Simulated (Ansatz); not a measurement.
# SiH₂ (triplet): correlated methods under varied settings

Aim: run SiH₂ (triplet) at one geometry under a spread of methods and options, and see what each costs and gives.

Program: Ansatz 0.2.0, Gaussian basis. Level of theory: the settings change from run to run. These are calculated values, not measurements.

24 further runs of the same task are left out: 10 that didn't finish, 14 set aside as unsound or not needed.

## (1) The geometry

The geometry is a PBE0/def2-TZVP stationary point (not a proven minimum).

3 atoms, charge 0, spin multiplicity 3.

Atoms are counted from 1 here; the program's logs count them from 0.

Bond lengths: Si1–H2 1.486 Å, Si1–H3 1.486 Å. Angles: H2–Si1–H3 118.7°.

## (2) CCSD(T) on ROHF/6-31++G**

Contents of in.yaml:

```yaml
crystal:
  periodic: [false, false, false]
  atoms:
    - {symbol: Si, position_ang: [0.000000, -0.050740, 0.000000]}
    - {symbol: H, position_ang: [0.000000, 0.706913, -1.278374]}
    - {symbol: H, position_ang: [0.000000, 0.706912, 1.278374]}
basis:
  gaussian: {orbitals: "6-31++G**"}
magnetization: {spin_polarized: false, initial_magnetization: 2}
correlation: {method: ccsd_t, electrons: outside_noble_gas}
scf: {lower_state_search: light}
output: {forces: true}
```

Started as:

```bash
$ ansatz run in.yaml --threads 1 --pin off --events-out ev --progress --plain --max-ram 2393MiB
```

Standard output, shortened:

```text
Functional definition: HF
  name "HF"
  cite "Fock, Z. Phys. 61, 126 (1930) doi:10.1007/BF01340294"
  parent pbe
[...]
303 factors; integrals over basis functions are off by at most 1.2e-3 eV
[...]
mean field -7891.15934294 eV, -289.9947570330 hartree, gradient 2.6e-6 eV, S^2 2.000000; 0 other end points of the search recorded, 0 dependent functions left out
5 core orbitals not correlated: weight in the atoms' cores, before any rotation towards them, 1.000 or more for the frozen orbitals, at most 0.000 for the correlated occupied ones
reference -7891.15934294 eV, -289.9947570330 hartree; 4, 2 occupied and 26, 28 virtual orbitals, 303 factors
second order -1.83687534 eV of doubles, -0.02929651 eV of singles
cycle   1  -2.23152333 eV  change   -3.7e-1 eV  update   4.7e-2
[...]
cycle  10  -2.38524926 eV  change   -9.2e-7 eV  update   1.0e-6
perturbative correction -0.04569505 eV, -0.0016792620 hartree
[...]
Total energy: -7893.59028724 eV, -290.0840925885 hartree
Atom 0 at     0.000000    -0.050740     0.000000 Å, force    -0.000000     0.129484     0.000000 eV/Å
Atom 1 at     0.000000     0.706913    -1.278374 Å, force     0.000000    -0.064742     0.141495 eV/Å
Atom 2 at     0.000000     0.706912     1.278374 Å, force    -0.000000    -0.064742    -0.141495 eV/Å
Dipole moment:     0.000000    -0.040258    -0.000000 e Å
```

Wall time 0.72 s (1 thread of Arm Neoverse V2, shared host).

From the report: correlation -2.4309 eV; T1 0.018; largest double amplitude 0.04.

## (3) CCSDT(Q) on UHF/cc-pVDZ

Contents of in.yaml:

```yaml
crystal:
  periodic: [false, false, false]
  atoms:
    - {symbol: Si, position_ang: [0.000000, -0.050740, 0.000000]}
    - {symbol: H, position_ang: [0.000000, 0.706913, -1.278374]}
    - {symbol: H, position_ang: [0.000000, 0.706912, 1.278374]}
basis:
  gaussian: {orbitals: cc-pVDZ, point_charges: [{charge: -1.00, position_ang: [3.557, 0.057, 0.477]}]}
magnetization: {spin_polarized: true, initial_magnetization: 2}
correlation: {method: ccsdt_q, electrons: valence}
```

Same command.

Standard output:

```text
Functional definition: HF
  name "HF"
  cite "Fock, Z. Phys. 61, 126 (1930) doi:10.1007/BF01340294"
  parent pbe
  exchange = exact_x
  correlation = 0
507 factors; integrals over basis functions are off by at most 1.7e-7 eV
mean field evaluation 1: about -7890.9980 eV, gradient 6.6e0 eV
mean field evaluation 2: about -7890.9998 eV, gradient 6.6e0 eV
mean field evaluation 4: about -7891.6748 eV, gradient 7.2e-1 eV
mean field evaluation 8: about -7891.6893 eV, gradient 6.9e-4 eV
mean field evaluation 16: about -7891.6873 eV, gradient 1.3e-1 eV
mean field -7891.68929428 eV, -290.0142323856 hartree, gradient 2.4e-6 eV, S^2 2.005622; 0 other end points of the search recorded, 0 dependent functions left out
5 core orbitals not correlated: weight in the atoms' cores, before any rotation towards them, 1.000 or more for the frozen orbitals, at most 0.000 for the correlated occupied ones
reference -7891.68929428 eV, -290.0142323856 hartree; 4, 2 occupied and 19, 21 virtual orbitals, 507 factors
second order -1.96177320 eV of doubles, -0.00000000 eV of singles
cycle   1  -2.38482144 eV  change   -4.2e-1 eV  update   5.3e-2
cycle   2  -2.60299260 eV  change   -2.2e-1 eV  update   2.4e-2
cycle   3  -2.62151869 eV  change   -1.9e-2 eV  update   7.9e-3
cycle   4  -2.62510521 eV  change   -3.6e-3 eV  update   3.0e-3
cycle   5  -2.62384674 eV  change    1.3e-3 eV  update   1.1e-3
cycle   6  -2.62395869 eV  change   -1.1e-4 eV  update   3.3e-4
cycle   7  -2.62423562 eV  change   -2.8e-4 eV  update   1.1e-4
cycle   8  -2.62422263 eV  change    1.3e-5 eV  update   3.5e-5
cycle   9  -2.62419795 eV  change    2.5e-5 eV  update   1.3e-5
cycle  10  -2.62420228 eV  change   -4.3e-6 eV  update   5.4e-6
cycle  11  -2.62420289 eV  change   -6.1e-7 eV  update   2.2e-6
cycle  12  -2.62420334 eV  change   -4.4e-7 eV  update   9.7e-7
cycle  13  -2.62420246 eV  change    8.7e-7 eV  update   4.4e-7
cycle  14  -2.62420239 eV  change    6.7e-8 eV  update   1.7e-7
perturbative correction -0.00092735 eV, -0.0000340794 hartree
Total energy: -7894.31442402 eV, -290.1107041243 hartree
```

It took 1.4 s on 1 thread of Arm Neoverse V2, shared host.

From the report: ⟨S²⟩ of the determinant 2.006 (pure triplet: 2.00); correlation -2.6251 eV; T1 0.015; largest double amplitude 0.05.

## (4) NEVPT2(2,3)/6-31++G**

Contents of in.yaml:

```yaml
crystal:
  periodic: [false, false, false]
  atoms:
    - {symbol: Si, position_ang: [0.000000, -0.050740, 0.000000]}
    - {symbol: H, position_ang: [0.000000, 0.706913, -1.278374]}
    - {symbol: H, position_ang: [0.000000, 0.706912, 1.278374]}
basis:
  gaussian: {orbitals: "6-31++G**"}
magnetization: {spin_polarized: false, initial_magnetization: 2}
correlation: {method: sc_nevpt2, electrons: all, active_space: {window: {electrons: 2, orbitals: 3}}}
scf: {lower_state_search: light}
```

Same command.

Standard output:

```text
Functional definition: HF
  name "HF"
  cite "Fock, Z. Phys. 61, 126 (1930) doi:10.1007/BF01340294"
  parent pbe
  exchange = exact_x
  correlation = 0
303 factors; integrals over basis functions are off by at most 1.2e-3 eV
mean field evaluation 1: about -7890.4279 eV, gradient 7.6e0 eV
mean field evaluation 2: about -7890.4309 eV, gradient 7.6e0 eV
mean field evaluation 4: about -7891.1543 eV, gradient 6.1e-1 eV
mean field evaluation 8: about -7891.1593 eV, gradient 5.1e-4 eV
mean field -7891.15934294 eV, -289.9947570330 hartree, gradient 2.6e-6 eV, S^2 2.000000; 0 other end points of the search recorded, 0 dependent functions left out
reference -7891.15934294 eV, -289.9947570330 hartree; 9, 7 occupied and 26, 28 virtual orbitals, 303 factors
state -7891.15934294 eV, -289.9947570330 hartree
state -7891.15934294 eV, -289.9947570330 hartree; corrected -7893.32332652 eV, -290.0742819629 hartree
WARN: 1 active orbitals are nearly empty or full. The corrections depend on them more than the energy does, and are more stable in an active space without them
Total energy: -7893.32332652 eV, -290.0742819629 hartree
```

Wall time 0.24 s (1 thread of Arm Neoverse V2, shared host).

From the report: 4 determinants; active occupations 1.00, 1.00, 0.00. The report marks this result as in doubt.

## (5) BCCD(T)/def2-mTZVP

Contents of in.yaml:

```yaml
crystal:
  periodic: [false, false, false]
  atoms:
    - {symbol: Si, position_ang: [0.000000, -0.050740, 0.000000]}
    - {symbol: H, position_ang: [0.000000, 0.706913, -1.278374]}
    - {symbol: H, position_ang: [0.000000, 0.706912, 1.278374]}
basis:
  gaussian: {orbitals: def2-mTZVP}
magnetization: {spin_polarized: false, initial_magnetization: 2}
hamiltonian: {xc: {name: PBE0}}
correlation: {method: bccd_t, electrons: outside_noble_gas}
output: {forces: true}
```

The command is unchanged.

Standard output, shortened:

```text
Functional definition: PBE0
  name "PBE0"
  cite "Adamo & Barone, J. Chem. Phys. 110, 6158 (1999) doi:10.1063/1.478522"
  cite "Perdew, Burke & Ernzerhof, Phys. Rev. Lett. 77, 3865 (1996) doi:10.1103/PhysRevLett.77.3865"
  parent pbe
[...]
255 factors; integrals over basis functions are off by at most 6.6e-4 eV
[...]
mean field -7903.67494019 eV, -290.4546967488 hartree, gradient 1.0e-6 eV, S^2 2.000000; 0 other end points of the search recorded, 0 dependent functions left out
[...]
5 core orbitals not correlated: weight in the atoms' cores, before any rotation towards them, 1.000 or more for the frozen orbitals, at most 0.000 for the correlated occupied ones
reference -7891.33963159 eV, -290.0013825189 hartree; 4, 2 occupied and 19, 21 virtual orbitals, 255 factors
second order -1.59047516 eV of doubles, -0.10720900 eV of singles
cycle   1  -1.99462081 eV  change   -3.0e-1 eV  update   4.6e-2
[...]
cycle  10  -2.13470794 eV  change   -9.9e-7 eV  update   1.6e-6
perturbative correction -0.04652274 eV, -0.0017096792 hartree
[...]
Total energy: -7893.52086228 eV, -290.0815412680 hartree
Atom 0 at     0.000000    -0.050740     0.000000 Å, force    -0.000000    -0.061606    -0.000000 eV/Å
Atom 1 at     0.000000     0.706913    -1.278374 Å, force    -0.000000     0.030803    -0.038600 eV/Å
Atom 2 at     0.000000     0.706912     1.278374 Å, force    -0.000000     0.030803     0.038600 eV/Å
Dipole moment:     0.000000    -0.038360    -0.000000 e Å
```

It took 1.2 s on 1 thread of Arm Neoverse V2, shared host.

From the report: correlation -2.1812 eV; largest double amplitude 0.04.

## (6) CASSCF(2,9)/aug-cc-pVDZ

Contents of in.yaml:

```yaml
crystal:
  periodic: [false, false, false]
  atoms:
    - {symbol: Si, position_ang: [0.000000, -0.050740, 0.000000]}
    - {symbol: H, position_ang: [0.000000, 0.706913, -1.278374]}
    - {symbol: H, position_ang: [0.000000, 0.706912, 1.278374]}
basis:
  gaussian: {orbitals: aug-cc-pVDZ}
magnetization: {spin_polarized: false, initial_magnetization: 2}
correlation: {active_space: {window: {electrons: 2, orbitals: 9}}}
accuracy: high
scf: {lower_state_search: light}
```

Launched as before.

Standard output:

```text
Functional definition: HF
  name "HF"
  cite "Fock, Z. Phys. 61, 126 (1930) doi:10.1007/BF01340294"
  parent pbe
  exchange = exact_x
  correlation = 0
834 factors; integrals over basis functions are off by at most 3.9e-9 eV
mean field evaluation 1: about -7890.7930 eV, gradient 7.5e0 eV
mean field evaluation 2: about -7890.7946 eV, gradient 7.5e0 eV
mean field evaluation 4: about -7891.5788 eV, gradient 7.9e-1 eV
mean field evaluation 8: about -7891.5900 eV, gradient 8.3e-4 eV
mean field -7891.58999379 eV, -290.0105831600 hartree, gradient 2.8e-8 eV, S^2 2.000000; 0 other end points of the search recorded, 0 dependent functions left out
reference -7891.58999379 eV, -290.0105831600 hartree; 9, 7 occupied and 36, 38 virtual orbitals, 834 factors
state -7891.75825442 eV, -290.0167666239 hartree
Total energy: -7891.75825442 eV, -290.0167666239 hartree
```

It took 3.3 s on 1 thread of Arm Neoverse V2, shared host.

From the report: 81 determinants; active occupations 0.99, 0.99, 0.00, 0.00, 0.00, 0.00, 0.00, 0.00, 0.00.

## (7) All runs side by side

 † marks a result that the program doubts.

```
                                          level         correlated  functions  energy (eV)    time
                      CCSD(T) on ROHF/6-31++G**  outside noble gas         35   -7893.5903  0.72 s
CCSDT(Q) on UHF/cc-pVDZ (beside a point charge)            valence         28   -7894.3144   1.4 s
                        NEVPT2(2,3)/6-31++G** †                all         35   -7893.3233  0.24 s
          BCCD(T)/def2-mTZVP (on PBE0 orbitals)  outside noble gas         28   -7893.5209   1.2 s
                        CASSCF(2,9)/aug-cc-pVDZ                            45   -7891.7583   3.3 s
```

## (8) Summary of results

| quantity | value |
| --- | --- |
| runs | 5 |
| quickest | NEVPT2(2,3)/6-31++G** †, 0.24 s |
| slowest | CASSCF(2,9)/aug-cc-pVDZ, 3.3 s |

Total energies in different bases, with other cores or another treatment of relativity can't be set against each other. CASSCF(2,9)/aug-cc-pVDZ took 14 times as long as NEVPT2(2,3)/6-31++G** †; the jobs differ in more than the method.
